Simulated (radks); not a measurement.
**F²⁺ in [He] 2s1.5 2p3 3s0.5: an all-electron calculation**

An exercise on one series of results from a longer session: the logs are not shown, and one member is left open.

The numbers are computed with radks (a radial shooting solver on a logarithmic mesh, Libxc functionals) version 1 (non-relativistic Kohn-Sham, LDA (Slater exchange, Perdew-Wang correlation), spin-polarised, spherical densities, point nucleus; open shells are filled with parallel spins first), except any that are marked as measured or tabulated.

### The system

- element: fluorine (Z = 9)
- charge: +2
- electrons: 7
- configuration: [He] 2s1.5 2p3 3s0.5

Set-up of the first run:

Input:

```text
Z 9
configuration [He] 2s1.5 2p3 3s0.5
relativity non-relativistic
functional lda,pw
spin polarised
nucleus point
```

Command:

```sh
> python run_ks.py task.json out
```

All runs below come from this command, one after another.

One of the session's tables, all rows but one given; the rest of the session is left out.

It belongs to the step «Orbitals and density». Sizes of the orbitals, from the radial functions (bohr):

```
  level     <r>  outermost maximum (interpolated)  90 % within  nodes
  1s up       ?                                 ?            ?      ?
1s down  0.1768                             0.115        0.316      0
  2s up  0.8978                             0.728         1.41      1
2s down  0.9320                             0.743         1.47      1
  2p up  0.8546                             0.633         1.42      0
2p down  0.9090                             0.655         1.53      0
  3s up   2.772                              2.47         4.08      2
3s down   2.947                              2.62         4.35      2
```

Estimate the missing values for 1s up.

As computed: <r>: 0.1776; outermost maximum (interpolated): 0.115; 90 % within: 0.318; nodes: 0. In the column «<r>» it lies between 1s down (0.1768) and 2p up (0.8546).
